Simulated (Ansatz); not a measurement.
A nudged elastic band was laid between two geometries of B$_{2}$H$_{4}$N (7 atoms, charge 0, multiplicity 2).

Method: UKS B3LYP/STO-3G in Ansatz 0.2.0.

```json
{
 "movable images": "5",
 "climbing image": "yes",
 "spring": "5.0 eV/Å²",
 "optimiser": "quadratic models (default)",
 "start path": "IDPP",
 "force threshold": "0.05 eV/Å",
 "iteration limit": "60",
 "end points": "relaxed"
}
```

Initial state:

```xyz
7
Properties=species:S:1:pos:R:3
B -1.130 0.212 -0.763
N 0.012 -0.025 -0.015
B 1.148 -0.235 0.748
H -1.430 -0.528 -1.631
H -1.799 1.156 -0.527
H 1.422 0.521 1.611
H 1.838 -1.168 0.532
```

Final state:

```xyz
7
Properties=species:S:1:pos:R:3
B -1.135 0.197 -0.760
N 0.019 0.001 -0.019
B 1.155 -0.214 0.745
H -1.080 0.756 -1.798
H -2.168 -0.200 -0.352
H 2.202 0.173 0.363
H 1.069 -0.782 1.775
```

Q: Which bonds break or form, and what moves?

A: No bond is made or broken.  The two ends are copies of one structure, up to a mirror image or an exchange of like atoms.

Q: Give the energies along the band, and the barrier.

A: It converged. The highest image is number 3 of 0 to 6, 17.4 kcal/mol above the ends, which have the same energy within 2 meV. A vibrational analysis at the climbing image gives one clearly imaginary mode, 1557i cm⁻¹: a first-order saddle point. Limits of this set-up: minimal basis.

```json
{"image": "0", "path coordinate (Å)": "0.00", "energy (kcal/mol)": "0.0"}
{"image": "1", "path coordinate (Å)": "0.54", "energy (kcal/mol)": "0.8"}
{"image": "2", "path coordinate (Å)": "1.07", "energy (kcal/mol)": "6.2"}
{"image": "3", "path coordinate (Å)": "1.61", "energy (kcal/mol)": "17.4"}
{"image": "4", "path coordinate (Å)": "2.14", "energy (kcal/mol)": "6.2"}
{"image": "5", "path coordinate (Å)": "2.68", "energy (kcal/mol)": "0.8"}
{"image": "6", "path coordinate (Å)": "3.21", "energy (kcal/mol)": "0.0"}
```

Q: What is the geometry of the highest image?

A: 
```xyz
7
Properties=species:S:1:pos:R:3:forces:R:3
B -1.131 0.203 -0.751 0.02 0.00 0.00
N -0.031 -0.003 -0.025 -0.01 0.00 -0.01
B 1.170 -0.227 0.755 0.00 0.00 0.00
H -1.098 0.093 -1.928 0.00 0.00 0.00
H -2.150 0.499 -0.229 -0.01 0.00 0.01
H 1.892 0.676 0.978 0.00 0.00 0.00
H 1.409 -1.309 1.155 0.00 0.00 0.00
```

Q: What are the harmonic wavenumbers there?

A: 1557i, 205, 224, 772, 957, 958, 1039, 1059, 1203, 1401, 1754, 2861, 2957, 2961, 3100 cm⁻¹.

Time of the run: 77 s on 1 thread of Intel(R) Xeon(R) 6975P-C (Granite Rapids), with other jobs on the host, peak memory 0.1 GiB.
